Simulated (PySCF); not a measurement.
Compound: C₄H₃P.
Bonds: C1–C2, C2–C3 (triple), C3–C4, C4–P5 (triple). Hydrogens: H6, H7, H8 on C1.

Method: PBE0-D3(BJ)/def2-SVP geometry optimisation, gas phase (PySCF 2.14.0); density fitting, grid level 1; the optimiser is geomeTRIC in internal coordinates, started from a GFN2-xTB structure.

Step 0: E = -13468.1961 eV
```
atom  x, y, z in Å  |  force x, y, z in eV/Å
C1     -1.5397    0.2538    0.1171    0.305  -0.051  -0.022
C2     -0.1225    0.0237    0.0210   -0.668   0.106   0.045
C3      1.0739   -0.1732   -0.0569   -0.252   0.047   0.011
C4      2.3914   -0.3898   -0.1415    1.673  -0.279  -0.100
P5      3.9334   -0.6449   -0.2367   -0.384   0.064   0.022
H6     -1.7409    1.3213    0.2179   -0.173   0.341   0.037
H7     -2.0421   -0.1166   -0.7776   -0.263  -0.092  -0.267
H8     -1.9444   -0.2648    0.9874   -0.238  -0.137   0.274
```

Task: Estimate the geometry and energy of step 1. (The exact step hangs on the optimiser's Hessian estimate; all steps are aligned on step 0, rigid shifts and turns removed.)

Result: E = -13468.2276 eV, largest force 0.160 eV/Å
```
atom  x, y, z in Å  |  force x, y, z in eV/Å
C1     -1.5435    0.2542    0.1174   -0.083   0.011   0.009
C2     -0.1210    0.0220    0.0233   -0.014   0.006  -0.003
C3      1.0833   -0.1746   -0.0562    0.157  -0.029  -0.006
C4      2.4263   -0.3957   -0.1427   -0.040   0.008   0.001
P5      3.9607   -0.6486   -0.2411   -0.037   0.005   0.004
H6     -1.7624    1.3302    0.2191    0.002  -0.029  -0.004
H7     -2.0644   -0.1148   -0.7818    0.010   0.011   0.024
H8     -1.9698   -0.2632    0.9930    0.004   0.016  -0.025
```

The energy changes by -0.0315 eV. The first-order estimate −F·Δx gives -0.0655 eV and the mean of the old and new forces, exact on a quadratic surface, -0.0320 eV. The step makes an angle of 59° with the force vector and moves no atom by more than 0.035 Å.

The cost below is that of the whole optimisation. The run took 8.9 s on one thread of an Arm Neoverse N1, no GPU, on a shared host, and the process peaked at 0.40 GiB of memory.
